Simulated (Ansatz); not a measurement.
## N2H2, singlet: from triple and quadruple zeta to the limit

```xyz
4

N     0.0000    0.0000    0.5222
N     0.0000    0.0000   -0.6814
H     0.0000    0.8651    1.1058
H     0.0000   -0.8651    1.1058
```

Connectivity, by distances: NH2–N.

Ansatz 0.2.0, RHF determinant, valence electrons correlated. Energies in eV.

| set | X | functions | Hartree–Fock | MP2 correlation | CCSD(T) correlation | time |
| --- | --- | --- | --- | --- | --- | --- |
| def2-TZVPP | 3 | 90 | -2993.6410 | -10.6569 | -11.6094 | 1.9 s on 1 × NVIDIA H100 80GB HBM3 with 1 thread of AMD EPYC 7R13 Processor (Zen 3), with other jobs on the host |
| def2-QZVPP | 4 | 174 | -2993.7821 | -11.4459 | -12.3257 | 2.3 s on 1 × NVIDIA H100 80GB HBM3 with 1 thread of AMD EPYC 7R13 Processor (Zen 3), on a shared host |

Hartree–Fock is taken to follow E(X) = E∞ + A·exp(−7.88·√X), correlation E(X) = E∞ + B·X^−2.97.

Cautions: higher spins were not checked; raised T1 diagnostic; restricted determinant unstable towards unrestricted.

Question: Work out the CCSD(T) energy at the limit, and how far the shortcut misses it that extrapolates MP2 and adds CCSD(T) minus MP2 from the smaller set.

Answer: Hartree–Fock: E∞ = E4 + 0.1377·(E4 − E3) = -2993.8016. Correlation: E∞ = E4 + 0.7407·(E4 − E3) = -12.8563 for CCSD(T) and -12.0304 for MP2. The limit is -3006.6578 eV, 0.550 eV below def2-QZVPP. The shortcut gives a correlation energy of -12.0304 + (-0.9525) = -12.9829, 127 meV lower than the direct value.
